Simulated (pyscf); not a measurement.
Single points on ωB97X-D3(BJ)/def2-SVP structures (PySCF, gas phase).

For H₃Ge–S–SbH₂ + H• → HS–GeH₃ + SbH₂•, a substitution at S (doublet surface; S–Sb broken, H–S formed), PBE/def2-TZVP gives ΔE‡ = -2.5 kcal/mol and ΔE = -30.1 kcal/mol (zero: the separated reactants). In which direction and how far do PBE0-D3(BJ)/def2-TZVP, M06-2X/def2-TZVP, ωB97M-D3(BJ)/def2-TZVP move these?

PBE0-D3(BJ): ΔE‡ = -1.3 kcal/mol, ΔE = -29.4 kcal/mol; M06-2X: ΔE‡ = 0.8 kcal/mol, ΔE = -36.0 kcal/mol; ωB97M-D3(BJ): ΔE‡ = 1.3 kcal/mol, ΔE = -34.3 kcal/mol. PBE's barrier lies under all of them, by 1.2 to 3.8 kcal/mol. Its reaction energy lies among theirs. At PBE, PBE0-D3(BJ) this geometry lies under the reactants; that is no barrier but a single point on another level's saddle; such a level's own saddle, if it has one, lies nearer that side and is low. One saddle was located; it need not be the lowest between these sides. The angle at the attacked S is 166°. Elements up to Kr have no core potential and no relativistic terms here. Elements past Kr carry the def2 core potentials, without spin-orbit coupling.
